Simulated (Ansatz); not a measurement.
Two shapes of singlet SiH₄.

Shape 1:

```xyz
5

Si    0.0006   -0.0015    0.0500
H     0.8608    0.8541    0.9113
H     0.8741   -0.8772   -0.9079
H    -0.8923    0.8317   -0.8877
H    -0.8579   -0.8946    0.8995
```

Shape 2:

```xyz
5

Si   -0.0035    0.0093   -0.0010
H     0.8571    0.8706    0.8610
H     0.8663   -0.8647   -0.8704
H    -0.8696    0.8674   -0.8588
H    -0.8570   -0.8558    0.8682
```

Basis set: STO-3G (spherical functions). Left uncorrelated: 5 orbitals. Charge 0, multiplicity 1.

Computed with Ansatz (development build ahead of 0.2.0); each method stands on the lowest determinant of its kind that the runs found.

(1) Which shape is lower in energy, and by how much in each method?

## Answers

(1)

| method | E(2) − E(1) (eV) |
| --- | --- |
| RHF | -0.301 |
| RHF-MP2 | -0.247 |

Shape 2 is lower.
